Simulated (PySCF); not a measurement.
# C5H9N (Propanenitrile, 2,2-dimethyl-): the cost of one run

Computed with PySCF 2.14.0, with density-fitted response routines of our own, on a single molecule in the gas phase. Atoms count from 0, in the outputs and in this text.

## 1. Starting geometry

15 atoms, charge 0, multiplicity 1; geometry from: MMFF94s. The atoms were then displaced at random by about 0.03 Å, so the start is not that level's minimum.

Bonds of the start (Å): C0–C1 1.51, C1–C2 1.58, C1–C3 1.61, C1–C4 1.46, C4–N5 1.17, C0–H6 1.16, C0–H7 1.07, C0–H8 1.08, C2–H9 1.07, C2–H10 1.06, C2–H11 1.06, C3–H12 0.95, C3–H13 1.15, C3–H14 1.04.

## 2. Relaxing the molecule at PBE0-D3(BJ)/def2-SVP

Job settings and geometry (Å):

```
{"job": {"xc": "PBE0", "basis": "def2-SVP", "d3": "d3bj", "grid": 1, "shake": 0.03, "kind": "geom"}, "charge": 0, "multiplicity": 1}
C      0.561860     1.244920     0.446580
C     -0.087530    -0.094040     0.175040
C     -1.290770     0.002410    -0.845850
C      1.128660    -0.982450    -0.395650
C     -0.574010    -0.665500     1.424470
N     -0.965640    -1.074200     2.448810
H     -0.232490     1.988580     0.846080
H      1.375770     1.307840     1.136340
H      0.871500     1.785760    -0.434550
H     -1.672280    -0.985450    -0.987230
H     -0.922930     0.416330    -1.750860
H     -2.018780     0.651600    -0.420470
H      1.786370    -1.047650     0.282700
H      0.602530    -1.993920    -0.550360
H      1.404960    -0.630340    -1.331050
```

On the command line:

```
> OMP_NUM_THREADS=1 python probes_run.py task.json out
```

One launch serves the whole session: the jobs run in the order shown.

**Question.** How long does this first job take on 1 thread of Intel Xeon 6975P-C, shared host, and how much memory does it need?

About 71 s, with a peak of 0.56 GiB.
